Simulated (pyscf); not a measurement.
Thermochemistry of product channels of disiloxane (H₃Si–O–SiH₃) + H atom (H•) on the doublet surface, in eV, from ωB97M-D3(BJ)/def2-TZVP energies (ideal gas, 1 atm, RRHO with modes under 100 cm⁻¹ raised to 100, one conformer, R ln 2 for chiral ones without a mode under 150 cm⁻¹). Structures and frequencies: ωB97X-D3(BJ)/def2-SVP in PySCF.

```
products                                                 ΔE  ΔH(298 K)  ΔG(298 K)  ΔG(900 K)
----------------------------------------------------  -----  ---------  ---------  ---------
•H₂Si–O–SiH₃ + hydrogen (H₂)                          -0.44      -0.41      -0.47      -0.59
silane (SiH₄) + O atom (O) [triplet] + silyl (SiH₃•)  +6.22      +6.18      +5.74      +4.90
```

These are energies of the channels, which say nothing of barriers. Left out: orbital degeneracy and the spin-orbit lowering of O.
